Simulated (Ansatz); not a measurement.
HgS (P3₂21, No. 154) was calculated with PBE-D4 in Ansatz (plane waves, PAW).

Run with plane-wave cutoff 500 eV, 12×12×4 k mesh (along the axes of the cell as run), gaussian smearing 0.02 eV, scalar-relativistic PAW data made under PBE.

Computed at the level's own relaxed cell.

Q: Give the computed equilibrium volume per atom, lattice constant a, lattice parameter c and band gap.

A: 
* **equilibrium volume per atom**: 23.81 Å³/atom
* **lattice constant a**: 4.165 Å
* **lattice parameter c**: 9.508 Å
* **band gap**: 1.27 eV (on the SCF k mesh)

Spin–orbit coupling is not included.

The computed numbers hold no vibrational or temperature effects.

The result took about 3 core-minutes (a rough figure).

Ansatz is a program for electronic structure.
